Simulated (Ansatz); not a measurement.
in.yaml

```yaml
crystal:
  periodic: [false, false, false]
  atoms:
    - {symbol: B, position_ang: [0.000000, 0.000000, 0.000000]}
    - {symbol: Cl, position_ang: [0.000000, 0.000000, 1.921000]}
basis:
  gaussian: {orbitals: def2-mTZVP}
total_charge: 1
magnetization: {spin_polarized: false, initial_magnetization: 1}
correlation: {method: bccd_t, electrons: outside_noble_gas}
```

```sh
$ ansatz run in.yaml --threads 1 --pin off --events-out ev --progress --plain --max-ram 2393MiB
```

Log:

```
358 factors; integrals over basis functions are off by at most 1.5e-3 eV
mean field evaluation 1: about -13160.1098 eV, gradient 2.7e1 eV
mean field evaluation 2: about -13160.1128 eV, gradient 2.7e1 eV
mean field evaluation 4: about -13163.6801 eV, gradient 2.8e0 eV
mean field evaluation 8: about -13163.9590 eV, gradient 9.9e-2 eV
mean field evaluation 16: about -13163.8932 eV, gradient 1.5e0 eV
mean field evaluation 32: about -13162.3884 eV, gradient 2.2e0 eV
mean field evaluation 64: about -13162.1507 eV, gradient 2.7e-1 eV
mean field evaluation 96: about -13159.4133 eV, gradient 4.4e-2 eV
mean field evaluation 128: about -13159.4123 eV, gradient 5.8e-1 eV
mean field evaluation 160: about -13153.8032 eV, gradient 1.5e-2 eV
mean field -13163.95911752 eV, -483.7665747170 hartree, gradient 1.6e-6 eV, S^2 0.750000; 5 other end points of the search recorded, 0 dependent functions left out
mean field evaluation 192: about -13163.7504 eV, gradient 1.7e0 eV
determinant -13163.95911752 eV, -483.7665747170 hartree, with singles and doubles -13169.39295050 eV, -483.9662643958 hartree
determinant -13162.15144535 eV, -483.7001439899 hartree, with singles and doubles -13167.81056613 eV, -483.9081128428 hartree
6 core orbitals not correlated: weight in the atoms' cores, before any rotation towards them, 1.000 or more for the frozen orbitals, at most 0.000 for the correlated occupied ones
reference -13163.95911752 eV, -483.7665747170 hartree; 5, 4 occupied and 30, 31 virtual orbitals, 358 factors
second order -4.84010911 eV of doubles, -0.02968658 eV of singles
cycle   1  -5.38690754 eV  change   -1.2e-1 eV  update   3.0e-2
cycle   2  -5.41066619 eV  change   -2.4e-2 eV  update   7.4e-3
cycle   3  -5.40447912 eV  change    6.2e-3 eV  update   4.1e-3
cycle   4  -5.40681063 eV  change   -2.3e-3 eV  update   2.2e-3
cycle   5  -5.40590600 eV  change    9.0e-4 eV  update   1.4e-3
cycle   6  -5.40647882 eV  change   -5.7e-4 eV  update   5.0e-4
cycle   7  -5.40667769 eV  change   -2.0e-4 eV  update   2.6e-4
cycle   8  -5.40688763 eV  change   -2.1e-4 eV  update   1.4e-4
cycle   9  -5.40695964 eV  change   -7.2e-5 eV  update   5.8e-5
cycle  10  -5.40696803 eV  change   -8.4e-6 eV  update   2.0e-5
cycle  11  -5.40697797 eV  change   -9.9e-6 eV  update   1.0e-5
perturbative correction -0.30217253 eV, -0.0111046356 hartree
Total energy: -13169.66826803 eV, -483.9763821282 hartree
```

Ran on 1 thread of AMD EPYC 7R43, shared host: 3.2 s wall, 0.13 GiB peak host memory.
